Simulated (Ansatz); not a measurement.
The input, for Ansatz 0.2.0:

```yaml
crystal:
  periodic: [false, false, false]
  atoms:
    - {symbol: Ge, position_ang: [-0.991672, 0.000000, 0.000000]}
    - {symbol: H, position_ang: [-1.503122, 1.446599, 0.000000]}
    - {symbol: H, position_ang: [-1.503122, -0.723300, 1.252792]}
    - {symbol: H, position_ang: [-1.503122, -0.723299, -1.252792]}
    - {symbol: H, position_ang: [0.542678, 0.000000, 0.000000]}
    - {symbol: Si, position_ang: [2.400328, 0.000000, 0.000000]}
    - {symbol: H, position_ang: [2.850302, -1.416253, 0.000000]}
    - {symbol: H, position_ang: [2.850302, 0.708127, -1.226511]}
    - {symbol: H, position_ang: [2.850302, 0.708127, 1.226511]}
basis:
  gaussian: {orbitals: cc-pVDZ}
magnetization: {spin_polarized: false, initial_magnetization: 1}
correlation: {method: fic_mrcisd_q, electrons: outside_noble_gas, active_space: {window: {electrons: 3, orbitals: 3}}}
```

```sh
$ ansatz run in.yaml --threads 2 --pin off --events-out ev --progress --plain --max-ram 24576MiB --backend cuda --devices 0, --max-vram 18GiB
```

The program prints:

```
808 factors; integrals over basis functions are off by at most 1.2e-3 eV
mean field evaluation 1: about -64441.7398 eV, gradient 1.2e1 eV
mean field evaluation 2: about -64441.7434 eV, gradient 1.2e1 eV
mean field evaluation 4: about -64442.8090 eV, gradient 8.2e-1 eV
mean field evaluation 8: about -64442.8160 eV, gradient 1.2e-3 eV
mean field -64442.81603179 eV, -2368.2298082587 hartree, gradient 2.1e-6 eV, S^2 0.750000; 0 other end points of the search recorded, 0 dependent functions left out
reference -64442.81603179 eV, -2368.2298082587 hartree; 27, 26 occupied and 53, 54 virtual orbitals, 808 factors
state -64443.21018450 eV, -2368.2442931038 hartree
contracted CI cycle   1: correlation 0.00000000 eV, 0.0000000000 hartree, residual 2.00e1 eV
contracted CI cycle   2: correlation -6.34226260 eV, -0.2330738518 hartree, residual 2.81e0 eV
contracted CI cycle   3: correlation -6.48339669 eV, -0.2382604339 hartree, residual 6.47e-1 eV
contracted CI cycle   4: correlation -6.49055582 eV, -0.2385235269 hartree, residual 1.49e-1 eV
contracted CI cycle   5: correlation -6.49093526 eV, -0.2385374711 hartree, residual 3.77e-2 eV
contracted CI cycle   6: correlation -6.49095906 eV, -0.2385383456 hartree, residual 9.78e-3 eV
contracted CI cycle   7: correlation -6.49096072 eV, -0.2385384069 hartree, residual 2.75e-3 eV
contracted CI cycle   8: correlation -6.49096086 eV, -0.2385384118 hartree, residual 7.50e-4 eV
state -64443.21018450 eV, -2368.2442931038 hartree; corrected -64450.51059669 eV, -2368.5125783032 hartree
state -64443.19488634 eV, -2368.2437309067 hartree
contracted CI cycle   1: correlation 0.00000000 eV, 0.0000000000 hartree, residual 2.01e1 eV
contracted CI cycle   2: correlation -6.36115282 eV, -0.2337680543 hartree, residual 2.74e0 eV
contracted CI cycle   3: correlation -6.49973963 eV, -0.2388610258 hartree, residual 6.34e-1 eV
contracted CI cycle   4: correlation -6.50684545 eV, -0.2391221598 hartree, residual 1.50e-1 eV
contracted CI cycle   5: correlation -6.50725488 eV, -0.2391372061 hartree, residual 3.80e-2 eV
contracted CI cycle   6: correlation -6.50728120 eV, -0.2391381733 hartree, residual 1.01e-2 eV
contracted CI cycle   7: correlation -6.50728301 eV, -0.2391382400 hartree, residual 3.34e-3 eV
contracted CI cycle   8: correlation -6.50728321 eV, -0.2391382471 hartree, residual 9.95e-4 eV
state -64443.19488634 eV, -2368.2437309067 hartree; corrected -64450.51365097 eV, -2368.5126905459 hartree
state -64443.19488634 eV, -2368.2437309067 hartree; corrected -64450.51365097 eV, -2368.5126905459 hartree
the orbitals are reached from a further start. From the first start the search ends at -64443.21018016 eV, -2368.2442929441 hartree
WARN: the results are in doubt because another end's mean lies 0.015 eV lower, and its corrected mean 0.003 eV higher
Total energy: -64450.51365097 eV, -2368.5126905459 hartree
In doubt: another end's mean lies 0.015 eV lower, and its corrected mean 0.003 eV higher
```

Natural occupations: 1.9788 1.0001 0.0211.

Ran on 2 threads of AMD EPYC 7R13 with a shared H100 80 GB, shared host: 7.5 s wall, 0.8 GiB peak host memory.
